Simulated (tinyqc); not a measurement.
Inside a calculation. Method: UKS/BP86 in the sto-3g basis, for NH, spin multiplicity 3. One step of it, computed by the program tinyqc.

Problem. Orthogonalisation. S = U s U^T; symmetric (Loewdin) form X = U s^(-1/2) U^T, so that X^T S X = 1.

overlap S, lower triangle:
```
           1N 1s     1N 2s    1N 2px    1N 2py    1N 2pz     2H 1s
1N 1s   1.000000
1N 2s   0.235038  1.000000
1N 2px  0.000000  0.000000  1.000000
1N 2py  0.000000  0.000000  0.000000  1.000000
1N 2pz  0.000000  0.000000  0.000000  0.000000  1.000000
2H 1s   0.057592  0.491168  0.000000  0.000000  0.437639  1.000000
```

Give: eigenvalues of S; X.

Solution.

eigenvalues of S: 0.3308  0.8339  1.0000  1.0000  1.1362  1.6991

X, lower triangle:
```
          1N 1s    1N 2s  1N 2px  1N 2py   1N 2pz   2H 1s
1N 1s    1.0229
1N 2s   -0.1342   1.1630
1N 2px   0.0000   0.0000  1.0000
1N 2py   0.0000   0.0000  0.0000  1.0000
1N 2pz  -0.0108   0.1235  0.0000  0.0000   1.1080
2H 1s    0.0254  -0.3551  0.0000  0.0000  -0.3112  1.2452
```
